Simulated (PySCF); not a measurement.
H₆Si₂, SMILES [SiH3][SiH3]. Atoms are numbered in the order given.

```xyz
8

Si     0.0000     0.0000    -1.1718
Si     0.0000     0.0000     1.1718
H     -1.2043    -0.6953    -1.6881
H      1.2043    -0.6953    -1.6881
H      0.0000     1.3906    -1.6881
H     -1.2043     0.6953     1.6881
H      1.2043     0.6953     1.6881
H      0.0000    -1.3906     1.6881
```
Charge 0, spin multiplicity 1.

Coordinates come from a TPSSh-D3(BJ)/def2-TZVP optimisation.

All values below come from r2SCAN/def2-TZVPD in PySCF.

Mulliken values depend strongly on the basis, most of all with diffuse functions as here. ESP charges are fitted to the potential on shells at 1.4 to 2.0 van der Waals radii. Atomic charges (e):

```json
[
 {"atom": "Si1", "Mulliken": "0.09", "meta-Löwdin": "0.22", "ESP fit": "0.13"},
 {"atom": "Si2", "Mulliken": "0.09", "meta-Löwdin": "0.22", "ESP fit": "0.13"},
 {"atom": "H3", "Mulliken": "-0.03", "meta-Löwdin": "-0.07", "ESP fit": "-0.04"},
 {"atom": "H4", "Mulliken": "-0.03", "meta-Löwdin": "-0.07", "ESP fit": "-0.04"},
 {"atom": "H5", "Mulliken": "-0.03", "meta-Löwdin": "-0.07", "ESP fit": "-0.04"},
 {"atom": "H6", "Mulliken": "-0.03", "meta-Löwdin": "-0.07", "ESP fit": "-0.04"},
 {"atom": "H7", "Mulliken": "-0.03", "meta-Löwdin": "-0.07", "ESP fit": "-0.04"},
 {"atom": "H8", "Mulliken": "-0.03", "meta-Löwdin": "-0.07", "ESP fit": "-0.04"}
]
```
